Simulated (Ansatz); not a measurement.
Born–Oppenheimer molecular dynamics of H4OSi (6 atoms, charge 0, multiplicity 1). It starts from a relaxed structure.

All numbers below come from Ansatz 0.2.0, RKS PBE-D4/STO-3G.

| Item | Value |
| --- | --- |
| ensemble | NVE (velocity Verlet) |
| time step | 3 fs |
| steps asked | 40 |
| starting velocities drawn for | 700 K |
| seed | 80543 |

First frame:

```xyz
6
Properties=species:S:1:pos:R:3
Si -0.015 -0.026 0.005
O 0.075 -0.099 1.736
H -0.924 -0.143 2.003
H 1.364 0.027 -0.452
H -0.732 1.156 -0.477
H -0.676 -1.196 -0.577
```

Q: What does the run give?

A: All steps were run.

```json
{"steps done": "40", "time covered": "120 fs", "mean temperature over the second half": "21339 K", "spread of the potential energy over the second half": "59.1 meV per atom", "mean potential energy of the second half above the start": "1348.7 meV per atom"}
```

The conserved energy changed by up to 3200 meV per atom, so the integration failed: the time step of 3 fs is too long for the fastest motions that this run met, and the later frames carry no physical meaning.

Q: What happens to the structure?

A: Parted: O2–H3 1.04 → 49.71 Å. It ends as H + H3OSi. Pairs count as bonded within 1.25 times the sum of covalent radii (0.12 Å more for H–H). Another seed would give other details.

Q: How do temperature and energy run in time?

A: 
```csv
time (fs),T (K),potential energy less start (eV),conserved less start (meV/atom)
0,700,0.000,0.00
9,188,0.881,102.73
18,24730,6.360,3130.73
27,20904,7.801,3041.26
36,21056,7.684,3034.82
45,20958,7.833,3051.21
54,21204,7.609,3035.02
63,20910,7.887,3056.07
72,21140,7.791,3059.95
81,21144,7.979,3091.46
90,21425,7.740,3075.97
99,20974,8.941,3237.29
108,22003,8.055,3178.26
117,21668,8.018,3143.18
```

Run time: 26 s on 1 thread of Arm Neoverse V1 (shared host), peak memory 0.074 GiB.
